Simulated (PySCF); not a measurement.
**Polarisability of `C[C+]1OCCO1`**

Compound: C4H7O2 (charge +1).
Cartesian coordinates in Å at the PBE0-D3(BJ)/def2-SVP level; atoms count from 1:
```xyz
13
C4H7O2 angstrom
C      2.0848    0.2659   -0.3902
C      0.6596    0.0856   -0.1105
O      0.2032   -0.9536    0.4728
C     -1.2452   -0.8573    0.5923
C     -1.5407    0.4972   -0.0617
O     -0.2134    0.9534   -0.4502
H      2.2481    0.0837   -1.4667
H      2.3717    1.3075   -0.1877
H      2.6835   -0.4415    0.1942
H     -1.6721   -1.7217    0.0683
H     -1.4855   -0.9117    1.6616
H     -1.9570    1.2517    0.6176
H     -2.1458    0.4417   -0.9752
```

Level: PBE0/def2-SVPD (PySCF), static field, nuclei fixed, core orbitals frozen in the response. The polarisability tensor in these axes (au):

```
x   58.92  1.41 -3.78
y    1.41 44.70 -3.86
z   -3.78 -3.86 40.12
```

**Question.** Diagonalise the tensor; give its mean and Δα, where Δα² is half the sum of the squared differences of the eigenvalues.

**Answer.** Principal values 37.59, 46.19 and 59.96 au; mean 47.91 au = 7.10 Å³ = 7.90 × 10⁻⁴⁰ C²·m²/J; Δα = 19.54 au (41 % of the mean).

**Question.** Rayleigh depolarisation ratio (linearly polarised light, static tensor)?

**Answer.** ρ = 3Δα²/(45ᾱ² + 4Δα²) = 1145.6/(103304 + 1527.4) = 0.0109.

**Question.** Along which axes do the principal values lie, and how far do the nuclei extend along each?

**Answer.** Largest value along (0.97, 0.14, -0.21), where the nuclei span 4.44 Å; middle along (-0.22, 0.88, -0.42), 2.45 Å; least along (0.13, 0.45, 0.88), 1.84 Å. The response follows the extents in order.

**Question.** What are the principal values of the traceless quadrupole moment, Θ = ½Σq(3rr − r²1), about the centre of nuclear charge?

**Answer.** -8.78, -7.30, 16.08 D·Å. The values depend on the origin, since the species is charged. The electronic extent ⟨r²⟩ about the same centre is 506 bohr², a root-mean-square distance of 1.75 Å for the 46 electrons.

Geometry: PBE0-D3(BJ)/def2-SVP; no solvent, vibrations or thermal averaging.
